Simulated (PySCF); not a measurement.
# H2O: the cost of one run

Programs: PySCF 2.14.0, with routines of our own; each step states its level. All values are computed. Atoms count from 0.

### 1 The starting structure

3 atoms, charge 0, multiplicity 1; geometry from: GFN2-xTB.

### 2 Geometry optimisation at PBE0-D3(BJ)/def2-SVP

What the job is given:

```
{"job": {"xc": "PBE0", "basis": "def2-SVP", "d3": "d3bj", "grid": 1, "maxiter": 30, "shake": 0.01, "kind": "geom"}, "charge": 0, "multiplicity": 1}
O      0.024700     0.352960     0.001630
H     -0.774260    -0.194050    -0.013280
H      0.755570    -0.193850    -0.007530
```

On the command line:

```console
> OMP_NUM_THREADS=1 python heavy_run.py task.json out
```

One launch serves the whole session: the jobs run in the order shown.

**Question.** How long does this first job take on 1 thread of AMD EPYC, shared host, and how much memory does it need?

About 3.5 s, with a peak of 0.23 GiB.
